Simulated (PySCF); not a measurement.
Computed NMR parameters against published values

Molfile (atoms numbered from 1):
```
C5H6
     RDKit          3D

 11 10  0  0  0  0  0  0  0  0999 V2000
   -2.4929    0.2902   -0.1892 C   0  0  0  0  0  0  0  0  0  0  0  0
   -1.4943   -0.5123   -0.5395 C   0  0  0  0  0  0  0  0  0  0  0  0
   -0.1468   -0.2789   -0.1928 C   0  0  0  0  0  0  0  0  0  0  0  0
    1.0069   -0.0908    0.0925 C   0  0  0  0  0  0  0  0  0  0  0  0
    2.3914    0.1388    0.4369 C   0  0  0  0  0  0  0  0  0  0  0  0
   -2.3231    1.1796    0.3946 H   0  0  0  0  0  0  0  0  0  0  0  0
   -3.5101    0.0828   -0.4740 H   0  0  0  0  0  0  0  0  0  0  0  0
   -1.6748   -1.4055   -1.1265 H   0  0  0  0  0  0  0  0  0  0  0  0
    2.4576    0.7120    1.3617 H   0  0  0  0  0  0  0  0  0  0  0  0
    2.9084   -0.8117    0.5697 H   0  0  0  0  0  0  0  0  0  0  0  0
    2.8831    0.6983   -0.3594 H   0  0  0  0  0  0  0  0  0  0  0  0
  1  2  2  0
  2  3  1  0
  3  4  3  0
  4  5  1  0
  1  6  1  0
  1  7  1  0
  2  8  1  0
  5  9  1  0
  5 10  1  0
  5 11  1  0
M  END
```

How the numbers were obtained: GFN2-xTB geometry, σ from GIAO-PBE0/pcSseg-1, in PySCF 2.14 (relativity neglected, isolated molecule, a single conformation, averaged over atoms made equivalent by symmetry, fast rotation or ring inversion).

Reference values: measured (solution, not stated per compound (mostly CDCl3 or CCl4); Pretsch, Buehlmann, Badertscher, Structure Determination of Organic Compounds, 4th ed. (2009)).
| atoms | quantity | reference | computed | computed, scaled |
| --- | --- | --- | --- | --- |
| H8 | δ 1H | 5.62 | 6.03 | 5.79 |
| H6 | δ 1H | 5.39 | 5.91 | 5.68 |
| H7 | δ 1H | 5.24 | 5.68 | 5.46 |

Computed shifts are σ(ref) − σ with the named reference compound (TMS for H and C) calculated as an isolated molecule at the same level. The measured values may be among those fitted. Shieldings were converted by linear fits to measured shifts (mostly CDCl3, TMS scale, for H and C): 1H: δ = 30.01 − 0.943σ (rms 0.16 ppm, 131 shifts, 0.17 ppm with the 2 outliers that the fit left out). Occasional misses reach two or three times the rms, and more in compound classes unlike the fitted ones.

Question: How far are the unscaled 1H shifts from the references?

Answer: Mean signed difference +0.46 ppm, mean absolute 0.46 ppm over 3 comparisons; the largest is +0.52 ppm at H6 (hydrogen on a terminal =CH2 carbon).
